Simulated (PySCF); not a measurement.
Molecule: 2-chloro-1,1-difluoroethane, C₂H₃ClF₂.

Bonds (- single, = double, # triple, : aromatic): F1-C2 1.344 Å, C2-F3 1.352 Å, C2-C4 1.511 Å, C4-Cl5 1.773 Å. C2 carries H6; C4 carries H7, H8.

Geometry PBE0-D3(BJ)/def2-SVP throughout; GIAO in PySCF 2.14, gas phase, one conformer, non-relativistic; equivalent atoms averaged; basis pcSseg-2.

For orientation, WP04 gives these shifts δ (against CFCl3, TMS, HCl at the same level): F1/F3 -131.9, C2 124.7, C4 52.5, Cl5 66.8, H6 5.72, H7/H8 3.47 ppm.

A run gave: F1/F3 -147.7, C2 126.7, C4 50.7, Cl5 76.2, H6 5.97, H7/H8 3.46 ppm (shifts δ (against CFCl3, TMS, HCl at the same level)).

Q: Which functional was used in that run?
A. PBE0
B. PBE
C. mPW1PW91
D. KT2
E. LDA

A: B. C2 tells them apart best: PBE gives 126.7, mPW1PW91 gives 121.6, LDA gives 130.6, PBE0 gives 121.7, KT2 gives 122.3 ppm.
